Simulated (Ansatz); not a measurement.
How far a parabola holds: energy against volume of rock-salt NaI

Rock-salt NaI was calculated with PBE in Ansatz (PAW). Run with plane-wave cutoff 520 eV, 10×10×10 k mesh, Fermi–Dirac smearing 0.01 eV, scalar-relativistic PAW data made under PBE. The cell has no free parameter but its volume, all volumes share cutoff and mesh, and the runs aren't spin-polarised. Energies are free energies at the run's smearing, counted from the lowest row; static lattice.

```
V (Å³/atom)  E (meV/atom)
-----------  ------------
32.711                  ?
33.407               2.84
34.103               0.68
34.799               0.00
35.495               0.63
36.191               2.44
```

**Question.** Using a parabola, estimate the missing E at V = 32.711 from the other rows, showing the fit.

**Answer.** With u = V - 34.8, the rows have u = -1.3930, -0.6970, -0.0010, 0.6950, 1.3910. Least squares gives E = -0.004 - 0.1194·u + 1.3639·u². Residuals (row less fit): 0.031, -0.062, 0.004, 0.058, -0.029; standard error 0.067 (degrees of freedom: 2). The fitted curve has its minimum at V = 34.8, where E = -0.01. Its curvature is d²E/dV² = 2 × 1.3639 meV/Å⁶, so B = V0·d²E/dV² × 0.1602 = 15.2 GPa. At the withheld row, u = -2.0890, so E = -0.004 - 0.1194 × (-2.0890) + 1.3639 × (-2.0890)² = 6.197 meV/atom. The calculation gives 6.64 meV/atom, 0.443 meV/atom above the prediction (6.7 % of the range of E in the table). The row lies outside the fitted rows, so this is an extrapolation. From the scatter of the fitted rows alone, a prediction at this place has a standard error of 0.159 meV/atom, so the miss is 2.8 times that.

The residuals are curvature that a parabola lacks, not noise. A solid that stiffens under compression and softens on expansion lies above the parabola at the compressed end and under it at the expanded end, as this row does. A third-order Birch-Murnaghan fit to the whole scan has B0 = 15.1 GPa. Only scans are tabulated whose curvature falls smoothly with volume, and where the parabola meets the shown rows within 5 % of their range and misses the end by 0.1 meV or more.

Measured, for comparison: bulk modulus 17.9 GPa (4 K, no zero-point or thermal correction; as tabulated in Doll and Stoll (1998), arXiv:cond-mat/9801031). Computed less measured: bulk modulus -16 %.

Spin–orbit coupling is not included.

Ansatz is an electronic-structure program.
